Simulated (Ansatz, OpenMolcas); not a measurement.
PH3 (phosphine): the vertical energy of the triplet above the singlet from total energies

The species is PH3 (4 atoms), meant as a singlet with charge 0. SMILES: `P`. The coordinates come from a PBE0-D4/def2-TZVP relaxation.

Both states at this one shape; open shells run unrestricted unless said. 1 Eh = 27.2114 eV.

```tsv
level	program	singlet PH3 (Eh)	triplet PH3 (Eh)
TPSS/aug-cc-pVTZ	OpenMolcas	-343.184933	-342.973824
r2SCAN/aug-cc-pVTZ	Ansatz	-343.124097	-342.914219
CAM-B3LYP/aug-cc-pVTZ	Ansatz	-343.160052	-342.940958
PBE-QIDH/aug-cc-pVTZ, 5 core orbitals frozen	Ansatz	-342.935739	-342.718225
```

Q: Work out the vertical gap, second state less first, at each level.

A: 
1. TPSS/aug-cc-pVTZ: -342.973824 − (-343.184933) = 0.211109 Eh = 5.74 eV.
2. r2SCAN/aug-cc-pVTZ: -342.914219 − (-343.124097) = 0.209878 Eh = 5.71 eV.
3. CAM-B3LYP/aug-cc-pVTZ: -342.940958 − (-343.160052) = 0.219094 Eh = 5.96 eV.
4. PBE-QIDH/aug-cc-pVTZ: -342.718225 − (-342.935739) = 0.217514 Eh = 5.92 eV.

No measured value is set beside it here; the levels span 5.71 to 5.96 eV.
